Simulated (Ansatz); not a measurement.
A made-up structure of H2SO, singlet:

```xyz
4
angstrom
O -0.0702 -0.8725 -0.2137
S -0.0652 0.7459 -0.5671
H -0.7383 -1.0187 0.4639
H 0.8000 -1.1942 -0.4968
```

It is relaxed with PBE-D4/def2-SVP and then PBE0-D4/def2-TZVP (Ansatz 0.2.0). Atoms count as bonded within 1.22 times the sum of their covalent radii (H–H: 0.88 Å). The end point is not checked to be a true minimum.

Q: Does its bonding change? (Judge from chemistry; the calculation decides.)

A: The calculation gives: No: no bond forms or breaks.

Where it ends: The first stage lowers the energy by 1.10 eV in 6 steps. It ends as H₂SO ([OH2][S]):
```xyz
4
angstrom
O -0.1780 -0.9474 -0.3847
S -0.0595 0.9257 -0.5810
H -0.5764 -1.0743 0.4861
H 0.7401 -1.2435 -0.3341
```

Labels in which every atom is bracketed show which atoms are joined, not bond orders.

For scale, one of the runs: PBE0-D4/def2-TZVP relaxation, 80 basis functions, launched by `ansatz run in.yaml --threads 2 --pin off --events-out ev --progress --plain --max-ram 4352MiB`. Hardware: 2 CPU threads of an Arm Neoverse V1, shared host. Wall time about 5 s.
